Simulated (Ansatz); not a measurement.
# CH₄NSi+: functionals against CCSD(T) at one geometry

The task here is to estimate one member of a computed series from the others.

Program: Ansatz 0.2.0, Gaussian basis. Level of theory: single points in def2-TZVPP. These are calculated values, not measurements.

Correlated methods freeze the cores.

## Where the work starts

SMILES `C=N[SiH2+]`, 7 atoms, charge 1, spin multiplicity 1.

Atoms are counted from 1 here; the program's logs count them from 0.

Bond lengths: C1–N2 1.516 Å, C1–H4 1.314 Å, C1–H5 1.345 Å, N2–Si3 1.534 Å, Si3–H7 1.549 Å. Angles: N2–C1–H4 109.1°, N2–C1–H5 120.9°, H4–C1–H5 117.2°, C1–N2–Si3 139.1°, N2–Si3–H7 105.3°.

As a file:

```xyz
7
CH4NSi
C    -1.3556   -0.2598   -0.8062
N    -0.1046   -0.5272    0.0078
Si    1.1212    0.2306    0.5331
H    -2.1222   -1.3271   -0.7811
H    -1.9672    0.9374   -0.7596
H     1.6337    1.8714    0.8859
H     2.1677   -0.8624    0.8638
```

Set-up of the first run:

run/in.yaml reads:

```yaml
crystal:
  periodic: [false, false, false]
  atoms:
    - {symbol: C, position_ang: [-1.355600, -0.259800, -0.806200]}
    - {symbol: N, position_ang: [-0.104600, -0.527200, 0.007800]}
    - {symbol: Si, position_ang: [1.121200, 0.230600, 0.533100]}
    - {symbol: H, position_ang: [-2.122200, -1.327100, -0.781100]}
    - {symbol: H, position_ang: [-1.967200, 0.937400, -0.759600]}
    - {symbol: H, position_ang: [1.633700, 1.871400, 0.885900]}
    - {symbol: H, position_ang: [2.167700, -0.862400, 0.863800]}
basis:
  gaussian: {orbitals: def2-TZVPP}
total_charge: 1
correlation: {method: ccsd_t}
output: {forces: true}
```

The command line of these runs was not kept.

Steps of the session up to this table: CCSD(T)/def2-TZVPP; PBE0-D4/def2-TZVPP; wB97M-V/def2-TZVPP; r2SCAN-D4/def2-TZVPP; PBE-D4/def2-TZVPP; CAM-B3LYP-D4/def2-TZVPP; r2SCAN0-D4/def2-TZVPP.

One table of the session follows, with a row left open; its other results are not shown here.

```
      method  RMS force component (eV/Å)  angle to CCSD(T) forces (°)
     CCSD(T)                       3.947                    reference
     PBE0-D4                       3.940                          3.4
     wB97M-V                       3.965                          3.3
   r2SCAN-D4                       3.869                          2.1
      PBE-D4                       3.826                          2.0
CAM-B3LYP-D4                       3.932                          4.3
  r2SCAN0-D4                           ?                            ?
```

Q: Estimate the row for r2SCAN0-D4 from the others.

**Answer.** RMS force component (eV/Å): 3.964; angle to CCSD(T) forces (°): 4.3. In the column «RMS force component (eV/Å)» it lies between CCSD(T) (3.947) and wB97M-V (3.965).
